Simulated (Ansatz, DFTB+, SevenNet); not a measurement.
Ladder of methods for the elastic constant C11 of rhombohedral A7 Bi

Reference value: 69.3 GPa (measured, 4 K, zero-point motion not removed; as tabulated in Arnaud et al. (2016), arXiv:1602.08959).

**Question.** Put these levels in order of the elastic constant C11 that they give for rhombohedral A7 Bi, smallest first: GFN1-xTB as cut by DFTB+, LDA (Ansatz, an electronic-structure program), PBEsol (Ansatz), SevenNet-0, SevenNet-l3i5.

**Answer.** SevenNet-l3i5 (53.0 GPa), SevenNet-0 (62.4 GPa), PBEsol (73.4 GPa), LDA (78.5 GPa), GFN1-xTB as cut by DFTB+ (113 GPa)

Unless a cell is named, each level is at its own relaxed cell (GFN1-xTB as cut by DFTB+ 34.30, SevenNet-0 35.92, SevenNet-l3i5 36.90, LDA 33.50, PBEsol 34.43 Å³/atom).

Differences against the reference: GFN1-xTB as cut by DFTB+ +63 %, SevenNet-0 -10.0 %, SevenNet-l3i5 -24 %, LDA +13.3 %, PBEsol +5.9 %.

The measured value isn't corrected to a static lattice, so vibrations enter the comparison.  Density-functional levels without +SOC have no spin–orbit coupling. PBEsol: the cell comes from a level without a dispersion term, which matters for the spacing of layers, chains or molecules. GFN1-xTB as cut by DFTB+: the method was fitted mainly to molecules. GFN1-xTB as cut by DFTB+: codes differ in how they cut the long-range tail of xTB's charge interaction in a crystal, so the value belongs to this code. LDA: LDA has no dispersion term either, though it tends to give short spacings of layers, chains or molecules. Each level is taken at its own relaxed cell. Ansatz's density-functional and Hartree–Fock values are scalar-relativistic unless marked +SOC, with PAW data made under PBE.

Machine-learned potentials (SevenNet-0, SevenNet-l3i5) are trained on DFT data: a solid inside that data is no test of them.

Differences are worked out from the printed values.
